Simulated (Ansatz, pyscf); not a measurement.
H₂O (SMILES O) + O=Si: (SMILES O=[Si]) [singlet] → HO–Si:–OH (SMILES O[Si]O) [singlet], an addition across a multiple bond or ene-type step on the singlet surface: H–O broken, O–Si, H–O formed. Structures and frequencies: ωB97X-D3(BJ)/def2-SVP in PySCF. Wave-function energies: Ansatz (a first-principles code), frozen core, RHF or UHF references. In kcal/mol, from the separated reactants.

| level | barrier | reaction energy |
|---|---|---|
| M06-2X/def2-TZVP | -1.99 | -45.00 |
| ωB97M-D3(BJ)/def2-TZVP | 0.27 | -41.48 |
| CCSD(T)/cc-pV(D+d)Z | 5.31 | -32.46 |
| CCSDT(Q)/cc-pV(D+d)Z | ___ | ___ |
| CCSD(T)/cc-pV(T+d)Z | 3.35 | -38.71 |
| CCSD(T)/cc-pV(Q+d)Z | ___ | -39.74 |

**Question.** What belongs in the gaps?

**Answer.** 
- CCSDT(Q)/cc-pV(D+d)Z, barrier: 5.45
- CCSDT(Q)/cc-pV(D+d)Z, reaction energy: -31.91
- CCSD(T)/cc-pV(Q+d)Z, barrier: 3.14

In cc-pV(D+d)Z, going from CCSD(T) to CCSDT(Q) shifts the barrier by +0.14 and the reaction energy by +0.54 kcal/mol. With HF in the quadruple-zeta basis and the correlation energy extrapolated as X⁻³ from X = 3, 4, CCSD(T) gives 2.60 and -40.51; adding the double-zeta shift gives ΔE‡ = 2.75 and ΔE = -39.96 kcal/mol, without core correlation, relativity or geometry relaxation at these levels. On the reactant side the descent ends in a bound adduct, 8.81 kcal/mol under the separated species and 7.98 kcal/mol under the saddle at ωB97X-D3(BJ)/def2-TZVP. At M06-2X the saddle lies under the separated reactants, which points to a path from their complex (located at ωB97X-D3(BJ) alone). At ωB97X-D3(BJ)/def2-TZVP the barrier from the zero used here is -0.83 kcal/mol. This is the saddle that the search found; another between the same sides may lie lower.
